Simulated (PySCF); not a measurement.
Formic acid, CH2O2, SMILES O=CO, point group Cs.

Force field and properties: B3LYP/pcJ-1 (PySCF, grid level 2). Vibrational terms come from second-order perturbation theory with semi-diagonal cubic constants, by steps of ±0.6 along the normal coordinates of each isotopologue. The parent has the commonest isotopes.

Equilibrium geometry (Å):

| atom | x | y | z |
| --- | --- | --- | --- |
| O1 | -0.6432 | 1.1696 | 0.1321 |
| C2 | -0.4164 | 0.0004 | 0.0007 |
| O3 | 0.8100 | -0.5433 | -0.0991 |
| H4 | -1.1721 | -0.7930 | -0.0570 |
| H5 | 1.4562 | 0.1778 | -0.0454 |

An isotope shift is δ(isotopologue) − δ(parent), that is, the negative of the change in the averaged GIAO shielding; n counts bonds from the nearest label (0: the labelled atom itself). These are computed values; those of heavy atoms are rounded to 5 ppb, about the numerical noise. One-bond deuterium shifts of ¹³C at such levels come out too large, by a quarter to a half.

What isotope shifts arise with ²H at 4?


| nucleus | n | 0 K (ppb) | 100 K (ppb) |
| --- | --- | --- | --- |
| H4 | 0 | -112 | -112 |
| C2 | 1 | -185 | -185 |
| O1 | 2 | -800 | -810 |
| O3 | 2 | -310 | -325 |
| H5 | 3 | -4 | -4 |

What isotope shifts arise with ¹³C at 2?


| nucleus | n | 0 K (ppb) | 100 K (ppb) |
| --- | --- | --- | --- |
| C2 | 0 | -40 | -40 |
| O1 | 1 | -245 | -240 |
| O3 | 1 | -115 | -115 |
| H4 | 1 | -3 | -3 |
| H5 | 2 | -2 | -2 |

What isotope shifts arise with ¹³C at 2, ²H at 4?


| nucleus | n | 0 K (ppb) | 100 K (ppb) |
| --- | --- | --- | --- |
| C2 | 0 | -225 | -230 |
| H4 | 0 | -116 | -115 |
| O1 | 1 | -1050 | -1060 |
| O3 | 1 | -425 | -435 |
| H5 | 2 | -6 | -6 |

Internal rotors are held in one well.
